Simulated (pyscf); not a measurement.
Structures and frequencies: ωB97X-D3(BJ)/def2-SVP in PySCF.

Problem. PBE/def2-TZVP puts the barrier of HO–Ge(OH)(OH)–OH + H₂C=C(CH₃)–CH₃ → H₃C–C(CH₃)(CH₃)–O–Ge(OH)(OH)–OH (addition across a multiple bond or ene-type step; singlet surface; H–O broken, C–O, C–H formed) at 36.4 kcal/mol and the reaction energy at -12.6 kcal/mol, from the separated reactants. What do r²SCAN/def2-TZVP, M06-2X/def2-TZVP, ωB97M-D3(BJ)/def2-TZVP give on the same structures?

Solution. r²SCAN: ΔE‡ = 36.1 kcal/mol, ΔE = -17.1 kcal/mol; M06-2X: ΔE‡ = 43.5 kcal/mol, ΔE = -18.6 kcal/mol; ωB97M-D3(BJ): ΔE‡ = 40.8 kcal/mol, ΔE = -16.9 kcal/mol. PBE's barrier lies among them. Its reaction energy lies over all of them, by 4.3 to 6.0 kcal/mol. On the reactant side the descent ends in a complex, 6.9 kcal/mol under the separated species and 47.2 kcal/mol under the saddle at ωB97X-D3(BJ)/def2-TZVP. One saddle was located; it need not be the lowest between these sides. Elements up to Kr have no core potential and no relativistic terms here.
